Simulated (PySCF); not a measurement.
# SiCl: bond curves at several levels of theory

An exercise on one series of results from a longer session: the logs are not shown, and one member is left open.

Computed with PySCF 2.14.0. Level: Si 6-311G(d,p), Cl 6-311G(d,p), no relativity.

Set-up of the first run:

A driver script around PySCF takes these settings:

- atoms: Si, Cl
- charge: 0
- basis: Si 6-311G(d,p), Cl 6-311G(d,p)
- Hamiltonian: no relativity
- basis functions: 52
- electrons treated: 31
- masses in u: 27.9769, 34.9689
- levels: PBE0, PBE, r²SCAN, M06, LDA, revPBE, LC-ωPBE, HF, MP2, SCS-MP2, CCSD, CCSD(T)
- grid: 80 radial by 434 angular points
- occupations: held fixed by the projection of orbital angular momentum
- dissociation limit: Si + Cl, each in its ground configuration
- starting distance in angstrom: 2.085
- values of 2S to try: 1, 3

Command:

```
$ OMP_NUM_THREADS=1 python dia.py task.json out
```

Steps of the session up to this table: Input; First curve: PBE0; Other states along the same grid; PBE; r²SCAN (meta-GGA); M06; LDA (local density); revPBE; LC-ωPBE (range-separated hybrid); UHF; MP2 and coupled cluster.

One of the session's tables, all rows but one given; the rest of the session is left out.

It belongs to the step «The curves together». Energy (eV) from each level's lowest point:

```
R (Å)    UHF  UHF-MP2  UHF-SCS-MP2  UHF-CCSD  UHF-CCSD(T)
1.798  1.062    0.967        0.999       n/a          n/a
1.882  0.467    0.403        0.426     0.422        0.431
1.966  0.146    0.110        0.123     0.120        0.126
2.028  0.033    0.016        0.022     0.021        0.024
2.091  0.000    0.000        0.000     0.000        0.000
2.154  0.028    0.043        0.036     0.038        0.035
2.237  0.132    0.164        0.149     0.154        0.146
2.342      ?        ?            ?         ?            ?
2.467  0.637    0.702        0.667     0.679        0.659
2.635  1.081    1.161        1.114       n/a          n/a
```

Q: Estimate the row for R (Å) = 2.342 from the others.

Worked estimate for «UHF». A straight line through the neighbours (2.237, 0.132) and (2.467, 0.637) gives 0.132 + (0.637 − 0.132) × (2.342 − 2.237) / (2.467 − 2.237) = 0.363; a parabola fitted to 4 rows on both sides gives 0.345.

**Answer.** UHF: 0.335; UHF-MP2: 0.383; UHF-SCS-MP2: 0.359; UHF-CCSD: 0.367; UHF-CCSD(T): 0.354. In «UHF» the line misses by +0.028 and the parabola by +0.010.
